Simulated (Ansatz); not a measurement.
A nudged elastic band was laid between two geometries of CH6OSi + H2 (11 atoms, charge 0, multiplicity 1).

Theory: Ansatz, RKS B3LYP-D4/6-31G*.

* movable images: 5
* climbing image: yes
* spring: 5.0 eV/Å²
* optimiser: quadratic models (default)
* start path: through a guess of the saddle point
* force threshold: 0.03 eV/Å
* iteration limit: 60
* end points: relaxed

Initial state:

```xyz
11
Properties=species:S:1:pos:R:3
Si -0.422 0.488 -0.004
O -0.043 -0.153 1.481
C -1.038 -0.371 2.472
H -1.819 -1.058 2.117
H -0.553 -0.818 3.344
H -1.512 0.572 2.779
H 0.848 0.574 -0.761
H -1.026 1.846 0.132
H -1.397 -0.372 -0.736
H 1.826 -2.734 1.981
H 1.462 -2.107 1.811
```

Final state:

```xyz
11
Properties=species:S:1:pos:R:3
Si -0.154 -0.205 -0.588
O 0.432 -0.248 2.390
C -0.794 -0.413 3.091
H -1.476 -1.113 2.585
H -0.637 -0.752 4.125
H -1.273 0.571 3.118
H 1.091 0.578 -0.408
H -1.303 0.427 0.106
H -0.468 -0.263 -2.045
H 0.031 -1.605 -0.118
H 0.876 -1.109 2.360
```

Problem. What changes between the two ends?

Solution. Bonds broken: Si1–O2, H10–H11. Bonds formed: Si1–H10, O2–H11. CH6OSi + H2 becomes CH4O + H4Si.

Problem. What energy profile does the band end with?

Solution. It converged. The highest image is number 4 of 0 to 6, 2.29 eV above the first end and 1.66 eV above the last; the last end lies 0.63 eV above the first. Neighbouring images differ by up to 1.9 eV, so the band resolves the path poorly. A vibrational analysis at the climbing image gives one clearly imaginary mode, 1358i cm⁻¹: a first-order saddle point. The orbitals stay closed-shell, which can raise the energy where a bond breaks towards radicals; this wasn't checked here.

```csv
image,path coordinate (Å),energy (eV),Si1–O2 (Å),H10–H11 (Å),Si1–H10 (Å)
0,0.00,0.00,1.66,0.74,4.40
1,0.96,0.00,1.66,0.74,4.04
2,1.92,0.02,1.66,0.74,3.42
3,2.88,0.41,1.68,0.75,2.52
4,3.84,2.29,1.87,1.16,1.82
5,5.33,0.92,2.85,1.90,1.49
6,6.83,0.63,3.03,2.67,1.49
```

Problem. What is the geometry of the highest image?

Solution. 
```xyz
11
Properties=species:S:1:pos:R:3:forces:R:3
Si 0.053 -0.015 0.076 0.00 0.01 0.00
O 0.104 -0.432 1.902 0.00 -0.01 0.01
C -1.036 -0.439 2.785 0.01 0.00 0.00
H -1.704 -1.272 2.541 0.00 0.00 0.00
H -0.675 -0.532 3.811 0.00 0.00 0.00
H -1.563 0.508 2.660 0.00 0.00 0.00
H 1.250 0.504 -0.633 0.00 0.00 0.00
H -0.702 1.243 0.419 0.00 0.00 0.00
H -0.908 -0.757 -0.782 0.00 0.00 0.00
H 0.926 -1.583 0.378 0.00 0.00 0.00
H 0.579 -1.357 1.459 0.00 0.00 0.00
```

The run took 2.3 min on 1 thread of Intel(R) Xeon(R) 6975P-C (Granite Rapids) (shared host), peak memory 0.14 GiB.
